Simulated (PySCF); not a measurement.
Calculation: PySCF with PBE-D3(BJ)/def2-TZVP // r2SCAN-D4/def2-TZVP. Gas-phase values, no solvent. One relaxed conformer stands for a flexible species; it need not be the lowest. Excitations are Tamm–Dancoff values on a coarser integration grid. The basis has no diffuse functions, so Rydberg states are missing or too high.

Reference species (SMILES): `OB(F)F` (H–O–B–F torsion 180°) (neutral, multiplicity 1).

- HOMO–LUMO gap: 8.39 eV
- T1 excitation (TDA): 8.17 eV
- HOMO: -8.90 eV
- LUMO: -0.51 eV

After one change: the HOMO–LUMO gap goes up by 1.23 eV; the T1 excitation (TDA) rises by 1.29 eV; the HOMO decreases by 1.09 eV; the LUMO increases by 0.14 eV.

### Question
What was changed between the two runs? The new species is one of these.
(A) `OB(O)F` (H–O–B–F torsion 0°, F–B–O–H torsion 0°)
(B) `FB(F)F`
(C) `OB(O)O`

### Answer
B, `FB(F)F`
